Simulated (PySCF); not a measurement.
# How the numerical set-up moves the result for H2SSi

Aim: see how much the energy and properties of H2SSi depend on the numerical set-up.

Computed with PySCF 2.14.0. Level: method and basis as typed in the scripts.

## (1) Where the work starts

H2SSi: 4 atoms, charge 0, spin multiplicity 1.

Bond lengths: Si1–S2 1.996 Å, Si1–H3 1.530 Å, Si1–H4 1.530 Å. Angles: S2–Si1–H3 125.0°, S2–Si1–H4 125.0°, H3–Si1–H4 109.9°.

Coordinates:

```xyz
4
charge 0, multiplicity 1
Si    0.91250    0.00000    0.41220
S    -0.90650    0.00000   -0.40950
H     1.19700    0.00000    1.91530
H     2.22840    0.00000   -0.36780
```

## (2) The base run

File input.py:

```python
from pyscf import gto, scf, mp

mol = gto.M(
    atom='Si 0.9125 0 0.4122; S -0.9065 0 -0.4095; H 1.197 0 1.9153; H 2.2284 0 -0.3678',
    basis='3-21g',
    charge=0,
    spin=0,
    verbose=4,
)
mf = scf.RHF(mol)
mf.kernel()
mp.MP2(mf, frozen=10).kernel()
mf.dip_moment()
print('orbital energies (hartree):', mf.mo_energy[..., max(0, mol.nelec[1]-3):mol.nelec[0]+3].round(4))
```

Command:

```console
> OMP_NUM_THREADS=1 python input.py
```

The log of this run is left out.

Base result: E(SCF) = -684.102951 Eh, 10 cycles, E(MP2) − E(SCF) = -0.11647 Eh, μ = 4.02 D (of the SCF density).

## (3) X2c-svpall (X2C on)

Run 1 changes basis set: 3-21g → x2c-svpall; spin-free X2C: off → on.

File input.py:

```python
from pyscf import gto, scf, mp

mol = gto.M(
    atom='Si 0.9125 0 0.4122; S -0.9065 0 -0.4095; H 1.197 0 1.9153; H 2.2284 0 -0.3678',
    basis='x2c-svpall',
    charge=0,
    spin=0,
    verbose=4,
)
mf = scf.RHF(mol)
mf = mf.sfx2c1e()
mf.kernel()
mp.MP2(mf, frozen=10).kernel()
mf.dip_moment()
print('orbital energies (hartree):', mf.mo_energy[..., max(0, mol.nelec[1]-3):mol.nelec[0]+3].round(4))
```

Command:

```console
> OMP_NUM_THREADS=1 python input.py
```

## (4) Cc-pvdz

Run 2 changes basis set: 3-21g → cc-pvdz.

input.py, as its differences from that of step 2:

```diff
@@ -4,3 +4,3 @@
     atom='Si 0.9125 0 0.4122; S -0.9065 0 -0.4095; H 1.197 0 1.9153; H 2.2284 0 -0.3678',
-    basis='3-21g',
+    basis='cc-pvdz',
     charge=0,
```

## (5) Spin-free X2C on

Run 3 changes spin-free X2C: off → on.

input.py, as its differences from that of step 2:

```diff
@@ -10,2 +10,3 @@
 mf = scf.RHF(mol)
+mf = mf.sfx2c1e()
 mf.kernel()
```

Before running it: what results should come out? Wanted: for each run, E(SCF); from base; gap; SCF dipole; after the SCF.

**Answer**, as computed:

```tsv
run	E(SCF) (hartree)	from base (eV)	cycles	gap (eV)	SCF dipole (D)	functions	after the SCF
base	-684.102951	0	10	9.90	4.02	30	MP2 correlation -3.169 eV, core frozen
x2c-svpall (X2C on)	-689.064583	not comparable	10	10.27	3.37	46	MP2 correlation -6.046 eV, core frozen
cc-pvdz	-687.622950	-95.7841	10	10.19	3.51	46	MP2 correlation -6.107 eV, core frozen
spin-free X2C on	-685.532092	-38.8889	10	9.90	4.00	30	MP2 correlation -3.171 eV, core frozen
```

Of the runs whose energies can be compared, “cc-pvdz” moves the SCF energy most (-95.784 eV). cc-pvdz (46 functions) gives an energy 95.78 eV lower than 3-21g (30). Scalar relativity lowers the total energy by 38.89 eV, nearly all of it in the inner shells; a basis contracted without relativity catches only part of it.
